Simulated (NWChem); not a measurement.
# Spin states of F (+1)

```xyz
1

F      0.0000     0.0000     0.0000
```
Charge +1, spin multiplicity 3.

The numbers come from NWChem runs, not from measurements.

Basis set: def2-TZVP. The gap is E(triplet) − E(singlet), so a negative value puts the higher spin lower. Open shells are unrestricted, and the singlet is the closed-shell solution. The triplet is the single determinant that the SCF runs reached, with unpaired electrons in orbitals of symmetry b1u and b3u (D2h labels); it need not be the lowest triplet, which in molecules with degenerate π orbitals can need several determinants. Where the lowest singlet needs several determinants, the single determinant used here isn't a pure state and places it wrongly.

B3LYP has NWChem's definition, with VWN1-RPA local correlation. No SCF solution was tested for a lower state. Open-shell Hartree-Fock references start from PBE0 orbitals.

Problem. Order these methods by the vertical singlet-triplet gap they give, lowest first: B3LYP, LC-wPBE (omega 0.3 per bohr), HF.

Solution. HF (-101.5 kcal/mol), LC-wPBE (omega 0.3 per bohr) (-87.4 kcal/mol), B3LYP (-83.9 kcal/mol)
